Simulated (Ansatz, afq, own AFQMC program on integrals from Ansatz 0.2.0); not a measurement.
**CHSi, quartet in cc-pVDZ, levels against CCSDT(Q)**

| atom | x (Å) | y (Å) | z (Å) |
| --- | --- | --- | --- |
| Si | 0.0000 | 0.3149 | 0.5018 |
| C | 0.0000 | -0.7599 | -1.0559 |
| H | 0.0000 | 0.2810 | -1.3983 |

Connectivity, by distances: Si–CH.

Basis cc-pVDZ. Noble-gas cores (and the filled d shells of Ga–Kr and In–Xe) are frozen. AFQMC by an in-house program on the Cholesky factors that Ansatz 0.2.0 writes for its CCSD(T) run. ph-AFQMC/CISD is guided by a CISD state made of CCSD amplitudes; releasing the constraint for a short imaginary time cuts its bias at the price of noise, slowly where states lie close. Uncertainties: one standard error, sampling alone.

Determinant: UHF, the one that the program's search chose, which needn't be the lowest solution. The geometry is a point of a scan.

No full CI on the walks' own integrals is used here; CCSDT(Q) serves as the reference and is uncertain by about the last step of the cluster series.

Cautions: lower spins were not checked; higher spins were not checked; the search met a lower determinant of the same kind, perhaps of another symmetry (50 meV lower), and this one is a saddle point; strong correlation (T1 0.052, weight of the determinant 0.84, largest double 0.09).

The T1 diagnostic is 0.0515. The weight of the determinant in the CISD state is 0.837, the ⟨S²⟩ of the determinant is 3.772 and the size of the correlated space is 9 electrons in 31 orbitals.

| level | correlation energy (eV) |
| --- | --- |
| MP2 | -4.1840 |
| CCSD | -5.2124 |
| CCSD(T) | -5.4184 |

Problem. Estimate where phaseless AFQMC with a CISD trial lies against CCSD(T) on the same integrals.

Solution. 4.0 ± 1.2 kJ/mol below CCSD(T).

Reference: CCSDT(Q), correlation energy -5.491 eV. The released energy is read at 2.40 1/Eh (meV from the phaseless value at times in 1/Eh: -20 ± 16 at 0.24, -18 ± 13 at 0.51, -19 ± 11 at 0.99, -53 ± 16 at 1.62, -33 ± 21 at 2.40).

| level | E − E(reference) (kJ/mol) | share of correlation (%) |
| --- | --- | --- |
| CCSD(T) | 7.0 | 98.68 |
| CCSDT | 1.7 | 99.67 |
| ph-AFQMC/HF | 6.4 ± 4.3 | 98.80 |
| ph-AFQMC/CISD | 3.0 ± 1.2 | 99.44 |
| released AFQMC | -0.2 ± 2.0 | 100.03 |

A walk keeps the symmetry of its determinant, which the program's search chose and which needn't be the lowest solution, so a lower state of the same spin and another symmetry isn't excluded. Released energies are given only where the last usable release times agree within the noise; a slower fall can still hide under it.
